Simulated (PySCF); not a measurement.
hydrogen isocyanide (CHN), SMILES [C-]#[NH+]. Heavy atoms are numbered as in [C-:1]#[NH+:2]. Hydrogens are named by the atom that carries them.

Geometry optimised at B3LYP-D3(BJ)/def2-TZVPD.

These are PySCF with r2SCAN/def2-TZVPD values and carry that method's errors.

Mulliken values depend strongly on the basis, most of all with diffuse functions as here. ESP charges are fitted to the potential on shells at 1.4 to 2.0 van der Waals radii. Atomic charges (e), one atom of each kind:

| atom | meta-Löwdin | ESP fit | Mulliken |
|---|---|---|---|
| C1 | … | -0.28 | -0.16 |
| N2 (NH) | … | -0.04 | -0.11 |
| H on N2 | … | 0.32 | 0.27 |

**Question.** Some entries are withheld; supply them. (An estimate is asked for; the answer gives what the named calculation found.)

**Answer.** 
- C1, meta-Löwdin: -0.07
- N2 (NH), meta-Löwdin: -0.22
- H on N2, meta-Löwdin: 0.30
